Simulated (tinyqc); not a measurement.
Worked calculation: MP2 on RHF in the sto-6g basis, frozen core, for BH2+, spin multiplicity 1. One step of it, computed by the program tinyqc.

Question. Second-order Moller-Plesset energy. E2 = sum_ijab (ia|jb) [2 (ia|jb) - (ib|ja)] / (e_i + e_j - e_a - e_b) over occupied i, j and virtual a, b; the opposite-spin part is (ia|jb)^2 / denominator, the rest is same-spin, and SCS-MP2 scales them by 6/5 and 1/3.

orbital energies (hartree): MO1 -8.036219, MO2 -0.958431, MO3 -0.827809, MO4 -0.216320, MO5 -0.166161, MO6 0.147969, MO7 0.307783

Two-electron integrals over orbitals (pq|rs), unique and non-zero (hartree); the lowest 1 orbital is frozen and left out:
```
(22|22) 0.463172    (32|32) 0.142850    (33|22) 0.457664    (33|33) 0.477657
(42|22) 0.014211    (42|33) 0.014321    (42|42) 0.072503    (43|32) 0.024149
(43|43) 0.029849    (44|22) 0.446533    (44|33) 0.426724    (44|42) -0.072713
(44|44) 0.577527    (52|52) 0.075429    (53|53) 0.018837    (54|52) -0.028882
(54|54) 0.039984    (55|22) 0.470099    (55|33) 0.435134    (55|42) -0.037159
(55|44) 0.508668    (55|55) 0.587109    (62|22) 0.047302    (62|33) 0.009053
(62|42) -0.003063   (62|44) 0.063667    (62|55) 0.100779    (62|62) 0.088394
(63|32) -0.069355   (63|43) -0.025775   (63|63) 0.078861    (64|22) 0.024358
(64|33) 0.002621    (64|42) 0.006434    (64|44) 0.035234    (64|55) 0.038976
(64|62) 0.049474    (64|64) 0.034900    (65|52) 0.051790    (65|54) -0.010428
(65|65) 0.042938    (66|22) 0.464506    (66|33) 0.462027    (66|42) 0.053351
(66|44) 0.408720    (66|55) 0.440984    (66|62) 0.028939    (66|64) 0.020203
(66|66) 0.513116    (72|32) -0.013656   (72|43) -0.029102   (72|63) 0.051610
(72|72) 0.054333    (73|22) 0.045434    (73|33) 0.026271    (73|42) -0.048528
(73|44) 0.103246    (73|55) 0.109814    (73|62) 0.073881    (73|64) 0.036072
(73|66) -0.003361   (73|73) 0.108246    (74|32) -0.064896   (74|43) 0.004219
(74|63) 0.038921    (74|72) 0.004149    (74|74) 0.049774    (75|53) 0.016698
(75|75) 0.018455    (76|32) 0.120777    (76|43) 0.036369    (76|63) -0.083260
(76|72) -0.040510   (76|74) -0.054894   (76|76) 0.130150    (77|22) 0.461696
(77|33) 0.479828    (77|42) -0.002183   (77|44) 0.458787    (77|55) 0.457358
(77|62) 0.011623    (77|64) 0.000183    (77|66) 0.474028    (77|73) 0.036645
(77|77) 0.509936
```

Hartree-Fock energy = -25.38606930 hartree

Give: Terms; Pair energies; MP2 correlation energy; SCS-MP2 correlation energy; MP2 total energy.

Answer.

Terms:

| i | j | a | b | (ia\|jb) | (ib\|ja) | denominator | term |
|---|---|---|---|---|---|---|---|
| 3 | 3 | 7 | 7 | 0.1082 | 0.1082 | -2.2712 | -0.0052 |
| 2 | 2 | 5 | 5 | 0.0754 | 0.0754 | -1.5845 | -0.0036 |
| 2 | 2 | 4 | 4 | 0.0725 | 0.0725 | -1.4842 | -0.0035 |
| 2 | 2 | 6 | 6 | 0.0884 | 0.0884 | -2.2128 | -0.0035 |
| 3 | 3 | 6 | 6 | 0.0789 | 0.0789 | -1.9516 | -0.0032 |
| 2 | 3 | 6 | 7 | 0.0739 | 0.0516 | -2.2420 | -0.0032 |
| 3 | 2 | 7 | 6 | 0.0739 | 0.0516 | -2.2420 | -0.0032 |
| 2 | 3 | 4 | 7 | -0.0485 | -0.0291 | -1.8777 | -0.0018 |
| 3 | 2 | 7 | 4 | -0.0485 | -0.0291 | -1.8777 | -0.0018 |
| 2 | 2 | 7 | 7 | 0.0543 | 0.0543 | -2.5324 | -0.0012 |
| 3 | 3 | 4 | 4 | 0.0298 | 0.0298 | -1.2230 | -0.0007 |
| 3 | 2 | 6 | 7 | 0.0516 | 0.0739 | -2.2420 | -0.0007 |
| 2 | 3 | 7 | 6 | 0.0516 | 0.0739 | -2.2420 | -0.0007 |
| 3 | 3 | 4 | 6 | -0.0258 | -0.0258 | -1.5873 | -4.19e-04 |
| 3 | 3 | 6 | 4 | -0.0258 | -0.0258 | -1.5873 | -4.19e-04 |
| 3 | 3 | 5 | 5 | 0.0188 | 0.0188 | -1.3233 | -2.68e-04 |
| 3 | 2 | 4 | 7 | -0.0291 | -0.0485 | -1.8777 | -1.50e-04 |
| 2 | 3 | 7 | 4 | -0.0291 | -0.0485 | -1.8777 | -1.50e-04 |
| 2 | 2 | 4 | 6 | -0.0031 | -0.0031 | -1.8485 | -5.08e-06 |
| 2 | 2 | 6 | 4 | -0.0031 | -0.0031 | -1.8485 | -5.08e-06 |

Pair energies (hartree; pair i-j sums ij and ji):

| pair | opposite spin | same spin |
|---|---|---|
| 2-2 | -0.0118 | 0 |
| 3-2 | -0.0107 | -0.0008 |
| 3-3 | -0.0102 | 0 |

MP2 correlation energy = -0.033519 hartree

SCS-MP2 correlation energy = -0.039491 hartree

MP2 total energy = -25.419588 hartree
